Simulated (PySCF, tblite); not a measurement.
Isomers of C4H6NO (doublet state). Calculated harmonic vibrations of the isolated species, GFN2-xTB (tblite), most abundant isotopes, no scaling. This tight-binding method is rough: wavenumbers can miss measured ones by several per cent, in bad cases by 10 to 20. One conformer each. Open shells enter through the occupations alone, without spin polarisation, and single modes of such species can be off by tens of per cent.

Electronic energies: B3LYP/pcH-1 single points on the GFN2-xTB geometries (PySCF, gas phase).

```
           SMILES  electronic energy, lowest = 0 (kcal/mol)
[H]/N=[C]/CC(C)=O                                       0.0
      C[C]1C=NOC1                                      14.5
 C[C@H]1[CH]ON=C1                                      30.5
```

How do GFN2-xTB zero-point energies change the relative energies?

```json
{"SMILES": "[H]/N=[C]/CC(C)=O", "ZPE (kcal/mol)": "57.1", "of it from modes above 1550 cm⁻¹": "31.5", "electronic (kcal/mol)": "0.0", "with ZPE, lowest = 0 (kcal/mol)": "0.0", "lowest mode (cm⁻¹)": "70", "rings": "0"}
{"SMILES": "C[C]1C=NOC1", "ZPE (kcal/mol)": "58.3", "of it from modes above 1550 cm⁻¹": "25.6", "electronic (kcal/mol)": "14.5", "with ZPE, lowest = 0 (kcal/mol)": "15.8", "lowest mode (cm⁻¹)": "91", "rings": "1"}
{"SMILES": "C[C@H]1[CH]ON=C1", "ZPE (kcal/mol)": "57.9", "of it from modes above 1550 cm⁻¹": "28.4", "electronic (kcal/mol)": "30.5", "with ZPE, lowest = 0 (kcal/mol)": "31.3", "lowest mode (cm⁻¹)": "166", "rings": "1"}
```

The zero-point energies span 1.2 kcal/mol, from `[H]/N=[C]/CC(C)=O` to `C[C]1C=NOC1`. The order is unchanged.

And how do the electronic energies of GFN2-xTB itself compare?

`[H]/N=[C]/CC(C)=O` 12.7; `C[C]1C=NOC1` 0.0; `C[C@H]1[CH]ON=C1` 15.0 kcal/mol, lowest = 0. Against the energies above, taken from the same isomer `[H]/N=[C]/CC(C)=O`, the largest difference is 28.2 kcal/mol.

What do entropy and thermal enthalpy add at 298.15 K and 1 bar (rigid rotor, harmonic oscillator, one conformer each)?

| SMILES | point group | symmetry number | S (cal/(mol K)) | H − H(0) (kcal/mol) | ZPE + H − H(0) − TS (kcal/mol) |
| --- | --- | --- | --- | --- | --- |
| [H]/N=[C]/CC(C)=O | C1 | 1 | 83.5 | 5.02 | 37.2 |
| C[C]1C=NOC1 | Cs | 1 | 77.3 | 4.24 | 39.5 |
| C[C@H]1[CH]ON=C1 | C1 | 1 | 77.2 | 4.34 | 39.2 |

S holds R ln(2S + 1) for the spin.
